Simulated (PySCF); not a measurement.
# CH2N (SMILES C=[N]) at USVWN5/STO-3G

Aim: the energy change on altering one bond length of CH2N at USVWN5/STO-3G, from 2 runs. 

The results are computed with PySCF 2.14.0.

12 further runs of the same task are left out: 3 that didn't finish, 9 set aside as unsound or not needed.

### Step 1. Starting point

CH2N has 4 atoms, charge 0, and is taken as a doublet. SMILES: `C=[N]`. The coordinates come from a PBE0-D4/def2-TZVP relaxation.

Bond lengths: C1–N2 1.237 Å, C1–H3 1.099 Å, C1–H4 1.099 Å. Angles: N2–C1–H3 121.4°, N2–C1–H4 121.4°, H3–C1–H4 117.1°.

### Step 2. The energy at USVWN5/STO-3G

File job.py:

```python
from pyscf import gto, dft

molecule = gto.M(
    atom=[
    ('C', (-0.013600, -0.011010, -0.014470)),
    ('N', (0.727340, 0.588370, 0.773760)),
    ('H', (-0.870960, 0.487800, -0.486820)),
    ('H', (0.157230, -1.065160, -0.272460)),
],
    basis='sto-3g',
    verbose=4,
    charge=0,
    spin=1,
    max_memory=1860,
)

mf = dft.UKS(molecule)
mf.xc = 'svwn'
mf.conv_tol = 1e-10
mf.grids.level = 5
mf.kernel()
if not mf.converged:
    mf = mf.newton().run(mf.mo_coeff, mf.mo_occ)

etot = mf.e_tot
print('E = %.10f Eh' % etot)
```

On the command line:

```bash
$ OMP_NUM_THREADS=1 python job.py
```

Log:

```text
PySCF version 2.14.0

[INPUT] num. atoms = 4
[INPUT] num. electrons = 15
[INPUT] charge = 0
[INPUT] spin (= nelec alpha-beta = 2S) = 1
[INPUT] symmetry False subgroup None
[INPUT] Mole.unit = angstrom
[INPUT] Symbol           X                Y                Z      unit          X                Y                Z       unit  Magmom
[INPUT]  1 C     -0.013600000000  -0.011010000000  -0.014470000000 AA   -0.025700275294  -0.020805884631  -0.027344337022 Bohr   0.0
[INPUT]  2 N      0.727340000000   0.588370000000   0.773760000000 AA    1.374473399441   1.111858159910   1.462194486143 Bohr   0.0
[INPUT]  3 H     -0.870960000000   0.487800000000  -0.486820000000 AA   -1.645875865451   0.921808403563  -0.919956471961 Bohr   0.0
[INPUT]  4 H      0.157230000000  -1.065160000000  -0.272460000000 AA    0.297121638565  -2.012860678842  -0.514874779899 Bohr   0.0

nuclear repulsion = 27.6681702348594
number of shells = 8
number of NR pGTOs = 36
number of NR cGTOs = 12
basis = sto-3g
ecp = {}

******** <class 'pyscf.dft.uks.UKS'> ********
method = UKS
initial guess = minao
damping factor = 0
level_shift factor = 0
DIIS = <class 'pyscf.scf.diis.CDIIS'>
diis_start_cycle = 1
diis_space = 8
diis_damp = 0
SCF conv_tol = 1e-10
SCF conv_tol_grad = None
SCF max_cycles = 50
direct_scf = True
direct_scf_tol = 1e-13
number electrons alpha = 8  beta = 7
XC library pyscf.dft.libxc version 7.0.0
    S. Lehtola, C. Steigemann, M. J.T. Oliveira, and M. A.L. Marques.,  SoftwareX 7, 1–5 (2018)
XC functionals = svwn
    P. A. M. Dirac.,  Math. Proc. Cambridge Philos. Soc. 26, 376 (1930)
    F. Bloch.,  Z. Phys. 57, 545 (1929)
    S. H. Vosko, L. Wilk, and M. Nusair.,  Can. J. Phys. 58, 1200 (1980)
radial grids:
    Treutler-Ahlrichs [JCP 102, 346 (1995); DOI:10.1063/1.469408] (M4) radial grids

becke partition: Becke, JCP 88, 2547 (1988); DOI:10.1063/1.454033
pruning grids: <function nwchem_prune>
grids dens level: 5
symmetrized grids: False
atomic radii adjust function: <function treutler_atomic_radii_adjust>
small_rho_cutoff = 0
Set gradient conv threshold to 1e-05
tot grids = 132176
init E= -92.0529410823038
[... the frontier-level lines of each cycle are left out ...]

cycle= 1 E= -91.8953977548451  delta_E= 0.158  |g|= 0.214  |ddm|= 1.92
cycle= 2 E= -91.7665517705529  delta_E= 0.129  |g|= 0.492  |ddm|= 0.856
cycle= 3 E= -91.928471645543  delta_E= -0.162  |g|= 0.0324  |ddm|= 0.596
cycle= 4 E= -91.9292435517237  delta_E= -0.000772  |g|= 0.00699  |ddm|= 0.062
cycle= 5 E= -91.9293066236666  delta_E= -6.31e-05  |g|= 0.00113  |ddm|= 0.0161
cycle= 6 E= -91.9293108810917  delta_E= -4.26e-06  |g|= 0.000198  |ddm|= 0.00572
cycle= 7 E= -91.9293110115096  delta_E= -1.3e-07  |g|= 1.08e-05  |ddm|= 0.00115
cycle= 8 E= -91.9293110116987  delta_E= -1.89e-10  |g|= 2.61e-06  |ddm|= 3.71e-05
cycle= 9 E= -91.9293110117056  delta_E= -6.88e-12  |g|= 9.86e-08  |ddm|= 5.82e-06
Extra cycle  E= -91.9293110117056  delta_E= -2.84e-14  |g|= 7.83e-08  |ddm|= 4.04e-07
converged SCF energy = -91.9293110117056  <S^2> = 0.75694505  2S+1 = 2.006933
E = -91.9293110117 Eh
```

Wall time 1.1 s (1 thread of AMD EPYC 9R45 (Zen 5), shared host); peak memory 0.13 GiB.

### Step 3. The distorted shape at the same level

File calc.py:

```python
from pyscf import gto, dft

mol = gto.Mole()
mol.atom = '''
C   -0.161787  -0.130885  -0.172115
N    0.727340   0.588370   0.773760
H   -1.019147   0.367925  -0.644465
H    0.009043  -1.185035  -0.430105
'''
mol.verbose = 3
mol.max_memory = 1860
mol.basis = 'sto-3g'
mol.spin = 1
mol.build()

mf = dft.UKS(mol)
mf.xc = 'svwn'
mf.conv_tol = 1e-10
mf.grids.level = 5
mf.kernel()
if not mf.converged:
    mf = mf.newton().run(mf.mo_coeff, mf.mo_occ)

energy = mf.e_tot
print('E(%s) = %.9f' % ('SVWN5', energy))
```

On the command line:

```bash
$ OMP_NUM_THREADS=1 python calc.py
```

Log:

```text
converged SCF energy = -91.9061113151517  <S^2> = 0.79476077  2S+1 = 2.0442708
E(SVWN5) = -91.906111315
```

Wall time 1.3 s (1 thread of AMD EPYC 9R45 (Zen 5), shared host); peak memory 0.13 GiB.

### Step 4. Results

Level: USVWN5/STO-3G.

| quantity | value |
| --- | --- |
| first shape: total energy | -91.92931 Eh |
| first shape: dipole moment | 1.92 D |
| first shape: HOMO energy (highest over α and β) | -3.47 eV |
| first shape: LUMO energy (lowest over α and β) | -1.31 eV |
| first shape: ⟨S²⟩ | 0.757 |
| distorted shape: total energy | -91.90611 Eh |
| distorted shape: dipole moment | 1.66 D |
| distorted shape: HOMO energy (highest over α and β) | -3.67 eV |
| distorted shape: LUMO energy (lowest over α and β) | -0.95 eV |
| distorted shape: ⟨S²⟩ | 0.795 |
| energy change with the C1–N2 bond stretched from 1.237 to 1.484 Å | 0.631 eV |

**Reading.** With the C1–N2 bond stretched from 1.237 to 1.484 Å the energy rises by 0.63 eV (14.6 kcal/mol). The first shape isn't relaxed at this level, so the change isn't measured from a minimum. The minimal basis adds a large error of its own. Mulliken charges (distorted shape) run from -0.15 on C1 to +0.11 on H3.
